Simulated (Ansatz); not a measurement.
Ideal-gas functions of C$_{3}$H$_{5}$F, SMILES `C=CCF` at 800 K and 1 bar, from an Ansatz frequency run at PBE0-D4/def2-TZVP.

Molar mass 60.07 g/mol, point group Cs (symmetry number 1), electronic degeneracy 1, moments of inertia 28.812, 83.955, 109.6 u Å². Harmonic wavenumbers (cm⁻¹, unscaled): 183, 265, 562, 615, 923, 961, 1019, 1022, 1046, 1152, 1268, 1315, 1413, 1444, 1486, 1735, 3029, 3064, 3160, 3173, 3260.

Use S(trans) = R[1.5 ln M + 2.5 ln T − 1.1517]; rotational temperatures θ = 24.2544 K / I; S(rot) = R[ln(√π/σ · √(T³/θAθBθC)) + 1.5]; for each mode x = 1.438777 ν̃/T, S = R[x/(eˣ − 1) − ln(1 − e⁻ˣ)] and H = RT x/(eˣ − 1); 1 cm⁻¹ = 0.0119627 kJ/mol; R = 8.31446 J/(mol·K).

**Question.** By hand: the entropy, in J/(mol·K).

**Answer.** Translation 180.4. Rotation: θ = 0.8418, 0.2889, 0.2213 K, giving 112.7. Vibration, mode by mode: 17.59, 14.55, 8.57, 7.89, 4.99, 4.73, 4.35, 4.33, 4.19, 3.60, 3.06, 2.86, 2.49, 2.38, 2.24, 1.57, 0.23, 0.22, 0.19, 0.19, 0.16, in all 90.4. Electronic 0.0. Sum 383.5 J/(mol·K).

**Question.** By hand: H − E and G − E in kJ/mol, counted from the electronic energy.

**Answer.** Zero-point energy ½ × 32095 × 0.0119627 = 192.0; thermal vibration 41.4; translation, rotation and pV give 4 RT = 26.6. H − E = 260.0 kJ/mol, and G − E = 260.0 − 800 × 383.5/1000 = -46.8 kJ/mol.

Vibration gives 24 % of the entropy. The sum counts one conformer and one mirror image; others add a mixing term.
